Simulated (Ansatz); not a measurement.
# C2H4 (singlet): from Hartree-Fock to the top rungs, cc-pVTZ

Aim: climb from Hartree-Fock through coupled cluster for C2H4 (singlet) at one geometry and basis, and see what each rung misses.

Method: cc-pVTZ, core rule «outside noble gas», up to 2 orbitals frozen; program: Ansatz 0.2.0, Gaussian basis.

To be run: UHF; CCSD(T) on RHF; CCSDT(Q) on RHF.

2 further runs of the same task are left out: 2 set aside as unsound or not needed.

**1. The geometry**

The geometry is an MP2(full)/6-31G* stationary point (not a proven minimum).

6 atoms, charge 0, spin multiplicity 1.

Atoms are counted from 1 here; the program's logs count them from 0.

Bond lengths: C1–C2 1.335 Å, C1–H3 1.085 Å, C1–H4 1.085 Å, C2–H5 1.085 Å, C2–H6 1.085 Å. Angles: C2–C1–H3 121.7°, C2–C1–H4 121.7°, H3–C1–H4 116.6°, C1–C2–H5 121.7°, C1–C2–H6 121.7°, H5–C2–H6 116.6°.

**2. UHF**

File in.yaml:

```yaml
crystal:
  periodic: [false, false, false]
  atoms:
    - {symbol: C, position_ang: [0.000000, 0.000000, 0.667480]}
    - {symbol: C, position_ang: [0.000000, 0.000000, -0.667480]}
    - {symbol: H, position_ang: [0.000000, 0.922832, 1.237695]}
    - {symbol: H, position_ang: [0.000000, -0.922832, 1.237695]}
    - {symbol: H, position_ang: [0.000000, 0.922832, -1.237695]}
    - {symbol: H, position_ang: [0.000000, -0.922832, -1.237695]}
basis:
  gaussian: {orbitals: cc-pVTZ}
magnetization: {spin_polarized: true, initial_magnetization: 0}
hamiltonian: {xc: hf}
output: {orbitals: {seedname: orbitals}}
```

The run is started by

```console
ansatz run in.yaml --threads 1 --pin off --events-out ev --progress --plain --max-ram 3956MiB --backend cpu
```

After this run come: CCSD(T) on RHF; CCSDT(Q) on RHF.

**Question.** What will the summary of the whole plan be? Wanted: RCCSDT(Q) below the RHF energy; RMP2 from RCCSDT(Q); RCCSD from RCCSDT(Q); RCCSD(T) from RCCSDT(Q); T1 diagnostic.

**Answer**, as computed:

| quantity | value |
| --- | --- |
| RCCSDT(Q) below the RHF energy | -10.2421 eV |
| RMP2 from RCCSDT(Q) | +1108.2 meV |
| RCCSD from RCCSDT(Q) | +440.6 meV |
| RCCSD(T) from RCCSDT(Q) | +31.5 meV |
| levels within 1 kcal/mol (43 meV) | RCCSD(T), RCCSDT |
| T1 diagnostic | 0.011 |

In words: RCCSD(T) misses by +31.5 meV, 0.3 % of the correlation energy. These misses are within one basis, not against nature.
